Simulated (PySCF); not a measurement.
**Oxygen: a sound run and one with changed settings**

Sound run: O [He] 2s2 2p4, O⁺ [He] 2s2 2p3. All numbers are calculated (PySCF 2.14, the non-relativistic Hamiltonian (point nucleus), in def2-SVP (3s2p1d, 14 functions)). In the sound run the correlated levels freeze 1s2. The sound run starts from symmetry-adapted Hartree-Fock orbitals and uses a fine grid where one is needed.

Changed run: basis STO-3G. This setting is unsound on purpose.

```
species  method  sound run (hartree)  changed run (hartree)  converged
      O     UHF            -74.72010              -73.80415        yes
      O  M06-2X            -74.97256              -74.04134        yes
      O    MN15            -74.92099              -73.67462        yes
      O     MP2            -74.82140              -73.80415        yes
     O⁺     UHF            -74.27607              -73.44358        yes
     O⁺  M06-2X            -74.47163              -73.62634        yes
     O⁺    MN15            -74.41373              -73.25951        yes
     O⁺     MP2            -74.34500              -73.44358        yes
```

Ionisation energy of O:

```csv
method,sound run (eV),changed run (eV)
UHF,12.083,9.812
M06-2X,13.631,11.293
MN15,13.803,11.296
MP2,12.963,9.812
SCS-MP2,12.985,9.812
```

A minimal basis cannot let orbitals breathe on ionisation and holds almost no correlation.

For comparison, NIST gives 13.618 eV between the lowest levels.
